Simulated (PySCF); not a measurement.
# H2O: the cost of one run

Programs: PySCF 2.14.0, with density-fitted response routines of our own. Each step states its level of theory. These are calculated values for one molecule in the gas phase, unless marked as measured. Atoms count from 0, in the outputs and in this text.

**1. The starting structure**

3 atoms, charge 0, multiplicity 1; geometry from: GFN2-xTB.

Bonds of the start (Å): O0–H1 0.96, O0–H2 0.96.

**2. Optimising the geometry at PBE0-D3(BJ)/def2-TZVP**

What the job is given:

```
{"job": {"xc": "PBE0", "basis": "def2-TZVP", "d3": "d3bj", "grid": 2, "kind": "geom"}, "charge": 0, "multiplicity": 1}
O      0.001780     0.063650    -0.000510
H     -0.785930    -0.483790    -0.001130
H      0.757910    -0.526530     0.009200
```

**Question.** How long does this first job take on 2 threads of AMD EPYC (Zen 3), shared host?

About 2.6 s.
